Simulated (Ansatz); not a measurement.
# The cluster Au₂S: structure and electronic state

What does the cluster Au₂S look like as a singlet, and where do its frontier electrons sit?

Method: RKS PBE0-D4/def2-TZVP; program: Ansatz 0.2.0, Gaussian basis.

Plan: relaxation at PBE-D4/def2-TZVP; a single point at PBE0-D4/def2-TZVP.

### 1 The starting structure

3 atoms, charge 0, spin multiplicity 1.

Atoms are counted from 1 here; the program's logs count them from 0.

Bond lengths: Au1–S3 2.236 Å, Au2–S3 2.236 Å. Angles: Au1–S3–Au2 77.0°.

As a file:

```
Au   -0.41961   -1.41451    0.31696
Au    1.31650    0.66799   -0.31306
S    -0.89688    0.74652   -0.00389
```

Au takes a core potential in the def2 sets. No spin-orbit coupling is included.

The start is a GFN1-xTB geometry.

### 2 Optimising with PBE-D4/def2-TZVP

File in.yaml:

```yaml
crystal:
  periodic: [false, false, false]
  atoms:
    - {symbol: Au, position_ang: [-0.419610, -1.414510, 0.316960]}
    - {symbol: Au, position_ang: [1.316500, 0.667990, -0.313060]}
    - {symbol: S, position_ang: [-0.896880, 0.746520, -0.003890]}
basis:
  gaussian: {orbitals: def2-TZVP}
hamiltonian: {xc: pbe, dispersion: d4}
scf: {lower_state_search: "off"}
output: {orbitals: {seedname: orbitals}}
relax: {f_tol: 0.02, max_steps: 100}
```

Command:

```console
> ansatz run in.yaml --threads 4 --pin off --events-out ev --progress --plain --max-ram 3916MiB
```

After this run come: Single point, PBE0-D4/def2-TZVP.

Q: Predict the results of all the runs planned. Wanted: point group; commonest bond; HOMO, LUMO at PBE0-D4/def2-TZVP; dipole at PBE-D4/def2-TZVP.

The runs gave:

| quantity | value |
| --- | --- |
| point group | C2v |
| commonest bond | Au–S, 2 of mean length 2.233 Å |
| HOMO, LUMO at PBE0-D4/def2-TZVP | -6.35, -3.08 eV |
| dipole at PBE-D4/def2-TZVP | 2.39 D |

What this shows: The molecule keeps its bonding pattern by the stored test; the atoms moved 0.21 Å (rms), and the angle Au1–S3–Au2 went from 77° to 93°. No usable vibrations, so a minimum isn't proven. The HOMO lies nearest to S3 70 %; Au1, Au2 about 15 % each and the LUMO to Au1, Au2 about 37 % each; S3 26 %. Whether this spin is the lowest isn't tested here.
